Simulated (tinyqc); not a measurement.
ROHF in the sto-3g basis, for CH2, spin multiplicity 3, step by step. One step of it, computed by the program tinyqc.

Question. Iteration 2: building the Fock matrix. J_ij = sum D_kl (ij|kl) with D = D(alpha) + D(beta), K_ij = sum D_kl (ik|jl) for each spin; F = H + J - K(s); E = tr D H + tr D J / 2 - 0.5 sum_s tr D(s) K(s) + E_nn.

D(alpha) after iteration 1, order 1C 1s, 1C 2s, 1C 2px, 1C 2py, 1C 2pz, 2H 1s, 3H 1s:
$$\begin{pmatrix}
1.061242 & -0.249580 & 0.000000 & 0.000000 & 0.063652 & -0.001501 & -0.001501 \\
-0.249580 & 1.034588 & 0.000000 & 0.000000 & -0.295837 & -0.063052 & -0.063052 \\
0.000000 & 0.000000 & 1.000000 & 0.000000 & 0.000000 & 0.000000 & 0.000000 \\
0.000000 & 0.000000 & 0.000000 & 0.238722 & 0.000000 & 0.243409 & -0.243409 \\
0.063652 & -0.295837 & 0.000000 & 0.000000 & 0.441923 & 0.305957 & 0.305957 \\
-0.001501 & -0.063052 & 0.000000 & 0.243409 & 0.305957 & 0.484145 & -0.012231 \\
-0.001501 & -0.063052 & 0.000000 & -0.243409 & 0.305957 & -0.012231 & 0.484145
\end{pmatrix}$$

D(beta) after iteration 1, order 1C 1s, 1C 2s, 1C 2px, 1C 2py, 1C 2pz, 2H 1s, 3H 1s:
$$\begin{pmatrix}
1.047712 & -0.189049 & 0.000000 & 0.000000 & -0.013399 & -0.053326 & -0.053326 \\
-0.189049 & 0.763780 & 0.000000 & 0.000000 & 0.048879 & 0.168809 & 0.168809 \\
0.000000 & 0.000000 & 0.000000 & 0.000000 & 0.000000 & 0.000000 & 0.000000 \\
0.000000 & 0.000000 & 0.000000 & 0.238722 & 0.000000 & 0.243409 & -0.243409 \\
-0.013399 & 0.048879 & 0.000000 & 0.000000 & 0.003130 & 0.010818 & 0.010818 \\
-0.053326 & 0.168809 & 0.000000 & 0.243409 & 0.010818 & 0.285631 & -0.210745 \\
-0.053326 & 0.168809 & 0.000000 & -0.243409 & 0.010818 & -0.210745 & 0.285631
\end{pmatrix}$$

core Hamiltonian H = T + V (hartree), order 1C 1s, 1C 2s, 1C 2px, 1C 2py, 1C 2pz, 2H 1s, 3H 1s:
$$\begin{pmatrix}
-18.480869 & -4.456753 & 0.000000 & 0.000000 & -0.008084 & -0.473378 & -0.473378 \\
-4.456753 & -5.433626 & 0.000000 & 0.000000 & -0.091748 & -1.326776 & -1.326776 \\
0.000000 & 0.000000 & -4.342713 & 0.000000 & 0.000000 & 0.000000 & 0.000000 \\
0.000000 & 0.000000 & 0.000000 & -4.448091 & 0.000000 & -1.118105 & 1.118105 \\
-0.008084 & -0.091748 & 0.000000 & 0.000000 & -4.367298 & -0.551892 & -0.551892 \\
-0.473378 & -1.326776 & 0.000000 & -1.118105 & -0.551892 & -2.814148 & -0.164165 \\
-0.473378 & -1.326776 & 0.000000 & 1.118105 & -0.551892 & -0.164165 & -2.814148
\end{pmatrix}$$

Two-electron integrals (ij|kl) in chemists' order, unique and non-zero (hartree):
```
(11|11) 3.541948    (21|11) 0.576921    (21|21) 0.111888    (22|11) 0.854682
(22|21) 0.205284    (22|22) 0.624709    (31|31) 0.020296    (32|31) 0.030858
(32|32) 0.137996    (33|11) 0.852436    (33|21) 0.205335    (33|22) 0.624568
(33|33) 0.672833    (41|41) 0.020296    (42|41) 0.030858    (42|42) 0.137996
(43|43) 0.036269    (44|11) 0.852436    (44|21) 0.205335    (44|22) 0.624568
(44|33) 0.600295    (44|44) 0.672833    (51|51) 0.020296    (52|51) 0.030858
(52|52) 0.137996    (53|53) 0.036269    (54|54) 0.036269    (55|11) 0.852436
(55|21) 0.205335    (55|22) 0.624568    (55|33) 0.600295    (55|44) 0.600295
(55|55) 0.672833    (61|11) 0.060829    (61|21) 0.011734    (61|22) 0.021523
(61|33) 0.021459    (61|41) 0.000606    (61|42) 0.001146    (61|44) 0.021622
(61|51) 0.000293    (61|52) 0.000554    (61|54) 0.000078    (61|55) 0.021497
(61|61) 0.001255    (62|11) 0.176922    (62|21) 0.043216    (62|22) 0.149019
(62|33) 0.145223    (62|41) 0.003643    (62|42) 0.027478    (62|44) 0.154331
(62|51) 0.001759    (62|52) 0.013273    (62|54) 0.004399    (62|55) 0.147348
(62|61) 0.004726    (62|62) 0.051209    (63|31) 0.003960    (63|32) 0.022129
(63|43) 0.005065    (63|53) 0.002447    (63|63) 0.005532    (64|11) 0.148324
(64|21) 0.036648    (64|22) 0.133976    (64|33) 0.127507    (64|41) 0.006549
(64|42) 0.044319    (64|44) 0.145033    (64|51) 0.001251    (64|52) 0.010718
(64|54) 0.006019    (64|55) 0.129232    (64|61) 0.004149    (64|62) 0.054465
(64|64) 0.062406    (65|11) 0.071643    (65|21) 0.017702    (65|22) 0.064713
(65|33) 0.061588    (65|41) 0.001251    (65|42) 0.010718    (65|44) 0.065160
(65|51) 0.004564    (65|52) 0.027306    (65|54) 0.006791    (65|55) 0.067315
(65|61) 0.002004    (65|62) 0.026308    (65|64) 0.027471    (65|65) 0.018801
(66|11) 0.357854    (66|21) 0.088793    (66|22) 0.350030    (66|33) 0.333464
(66|41) 0.008028    (66|42) 0.084419    (66|44) 0.373359    (66|51) 0.003878
(66|52) 0.040776    (66|54) 0.019270    (66|55) 0.342772    (66|61) 0.009767
(66|62) 0.164379    (66|64) 0.191829    (66|65) 0.092657    (66|66) 0.774606
(71|11) 0.060829    (71|21) 0.011734    (71|22) 0.021523    (71|33) 0.021459
(71|41) -0.000606   (71|42) -0.001146   (71|44) 0.021622    (71|51) 0.000293
(71|52) 0.000554    (71|54) -0.000078   (71|55) 0.021497    (71|61) 0.001216
(71|62) 0.004425    (71|64) 0.003622    (71|65) 0.001886    (71|66) 0.009079
(71|71) 0.001255    (72|11) 0.176922    (72|21) 0.043216    (72|22) 0.149019
(72|33) 0.145223    (72|41) -0.003643   (72|42) -0.027478   (72|44) 0.154331
(72|51) 0.001759    (72|52) 0.013273    (72|54) -0.004399   (72|55) 0.147348
(72|61) 0.004425    (72|62) 0.032744    (72|64) 0.026138    (72|65) 0.016393
(72|66) 0.078132    (72|71) 0.004726    (72|72) 0.051209    (73|31) 0.003960
(73|32) 0.022129    (73|43) -0.005065   (73|53) 0.002447    (73|63) 0.003189
(73|73) 0.005532    (74|11) -0.148324   (74|21) -0.036648   (74|22) -0.133976
(74|33) -0.127507   (74|41) 0.006549    (74|42) 0.044319    (74|44) -0.145033
(74|51) -0.001251   (74|52) -0.010718   (74|54) 0.006019    (74|55) -0.129232
(74|61) -0.003622   (74|62) -0.026138   (74|64) -0.018540   (74|65) -0.012905
(74|66) -0.061490   (74|71) -0.004149   (74|72) -0.054465   (74|74) 0.062406
(75|11) 0.071643    (75|21) 0.017702    (75|22) 0.064713    (75|33) 0.061588
(75|41) -0.001251   (75|42) -0.010718   (75|44) 0.065160    (75|51) 0.004564
(75|52) 0.027306    (75|54) -0.006791   (75|55) 0.067315    (75|61) 0.001886
(75|62) 0.016393    (75|64) 0.012905    (75|65) 0.011223    (75|66) 0.040898
(75|71) 0.002004    (75|72) 0.026308    (75|74) -0.027471   (75|75) 0.018801
(76|11) 0.020188    (76|21) 0.004943    (76|22) 0.017520    (76|33) 0.017107
(76|44) 0.017621    (76|51) 0.000354    (76|52) 0.002822    (76|55) 0.017814
(76|61) 0.000526    (76|62) 0.005083    (76|64) 0.004761    (76|65) 0.002895
(76|66) 0.014672    (76|71) 0.000526    (76|72) 0.005083    (76|74) -0.004761
(76|75) 0.002895    (76|76) 0.000656    (77|11) 0.357854    (77|21) 0.088793
(77|22) 0.350030    (77|33) 0.333464    (77|41) -0.008028   (77|42) -0.084419
(77|44) 0.373359    (77|51) 0.003878    (77|52) 0.040776    (77|54) -0.019270
(77|55) 0.342772    (77|61) 0.009079    (77|62) 0.078132    (77|64) 0.061490
(77|65) 0.040898    (77|66) 0.199638    (77|71) 0.009767    (77|72) 0.164379
(77|74) -0.191829   (77|75) 0.092657    (77|76) 0.014672    (77|77) 0.774606
```

nuclear repulsion = 4.51518695 hartree

Give: Coulomb J; exchange K(alpha); exchange K(beta); F(alpha); F(beta); total energy of this density.

Answer.

Coulomb J (hartree), order 1C 1s, 1C 2s, 1C 2px, 1C 2py, 1C 2pz, 2H 1s, 3H 1s:
$$\begin{pmatrix}
11.1226 & 2.1265 & 0.0000 & 0.0000 & 0.0015 & 0.2238 & 0.2238 \\
2.1265 & 4.8789 & 0.0000 & 0.0000 & 0.0574 & 1.1880 & 1.1880 \\
0.0000 & 0.0000 & 4.8562 & 0.0000 & 0.0000 & 0.0000 & 0.0000 \\
0.0000 & 0.0000 & 0.0000 & 4.9220 & 0.0000 & 1.0842 & -1.0842 \\
0.0015 & 0.0574 & 0.0000 & 0.0000 & 4.8415 & 0.5300 & 0.5300 \\
0.2238 & 1.1880 & 0.0000 & 1.0842 & 0.5300 & 3.0747 & 0.1391 \\
0.2238 & 1.1880 & 0.0000 & -1.0842 & 0.5300 & 0.1391 & 3.0747
\end{pmatrix}$$

exchange K(alpha) (hartree), order 1C 1s, 1C 2s, 1C 2px, 1C 2py, 1C 2pz, 2H 1s, 3H 1s:
$$\begin{pmatrix}
3.6196 & 0.6347 & 0.0000 & 0.0000 & 0.0016 & 0.0709 & 0.0709 \\
0.6347 & 0.9484 & 0.0000 & 0.0000 & -0.0811 & 0.2796 & 0.2796 \\
0.0000 & 0.0000 & 0.8540 & 0.0000 & 0.0000 & 0.0000 & 0.0000 \\
0.0000 & 0.0000 & 0.0000 & 0.5601 & 0.0000 & 0.2670 & -0.2670 \\
0.0016 & -0.0811 & 0.0000 & 0.0000 & 0.5912 & 0.1651 & 0.1651 \\
0.0709 & 0.2796 & 0.0000 & 0.2670 & 0.1651 & 0.5685 & 0.0276 \\
0.0709 & 0.2796 & 0.0000 & -0.2670 & 0.1651 & 0.0276 & 0.5685
\end{pmatrix}$$

exchange K(beta) (hartree), order 1C 1s, 1C 2s, 1C 2px, 1C 2py, 1C 2pz, 2H 1s, 3H 1s:
$$\begin{pmatrix}
3.5789 & 0.5909 & 0.0000 & 0.0000 & -0.0001 & 0.0628 & 0.0628 \\
0.5909 & 0.6843 & 0.0000 & 0.0000 & 0.0776 & 0.2581 & 0.2581 \\
0.0000 & 0.0000 & 0.1447 & 0.0000 & 0.0000 & 0.0000 & 0.0000 \\
0.0000 & 0.0000 & 0.0000 & 0.4892 & 0.0000 & 0.2467 & -0.2467 \\
-0.0001 & 0.0776 & 0.0000 & 0.0000 & 0.1588 & 0.0645 & 0.0645 \\
0.0628 & 0.2581 & 0.0000 & 0.2467 & 0.0645 & 0.4206 & -0.0117 \\
0.0628 & 0.2581 & 0.0000 & -0.2467 & 0.0645 & -0.0117 & 0.4206
\end{pmatrix}$$

F(alpha) (hartree), order 1C 1s, 1C 2s, 1C 2px, 1C 2py, 1C 2pz, 2H 1s, 3H 1s:
$$\begin{pmatrix}
-10.9779 & -2.9650 & 0.0000 & 0.0000 & -0.0082 & -0.3205 & -0.3205 \\
-2.9650 & -1.5032 & 0.0000 & 0.0000 & 0.0468 & -0.4184 & -0.4184 \\
0.0000 & 0.0000 & -0.3405 & 0.0000 & 0.0000 & 0.0000 & 0.0000 \\
0.0000 & 0.0000 & 0.0000 & -0.0862 & 0.0000 & -0.3009 & 0.3009 \\
-0.0082 & 0.0468 & 0.0000 & 0.0000 & -0.1170 & -0.1870 & -0.1870 \\
-0.3205 & -0.4184 & 0.0000 & -0.3009 & -0.1870 & -0.3079 & -0.0527 \\
-0.3205 & -0.4184 & 0.0000 & 0.3009 & -0.1870 & -0.0527 & -0.3079
\end{pmatrix}$$

F(beta) (hartree), order 1C 1s, 1C 2s, 1C 2px, 1C 2py, 1C 2pz, 2H 1s, 3H 1s:
$$\begin{pmatrix}
-10.9372 & -2.9212 & 0.0000 & 0.0000 & -0.0065 & -0.3124 & -0.3124 \\
-2.9212 & -1.2391 & 0.0000 & 0.0000 & -0.1119 & -0.3969 & -0.3969 \\
0.0000 & 0.0000 & 0.3688 & 0.0000 & 0.0000 & 0.0000 & 0.0000 \\
0.0000 & 0.0000 & 0.0000 & -0.0153 & 0.0000 & -0.2806 & 0.2806 \\
-0.0065 & -0.1119 & 0.0000 & 0.0000 & 0.3154 & -0.0864 & -0.0864 \\
-0.3124 & -0.3969 & 0.0000 & -0.2806 & -0.0864 & -0.1601 & -0.0134 \\
-0.3124 & -0.3969 & 0.0000 & 0.2806 & -0.0864 & -0.0134 & -0.1601
\end{pmatrix}$$

total energy of this density = -38.261176 hartree
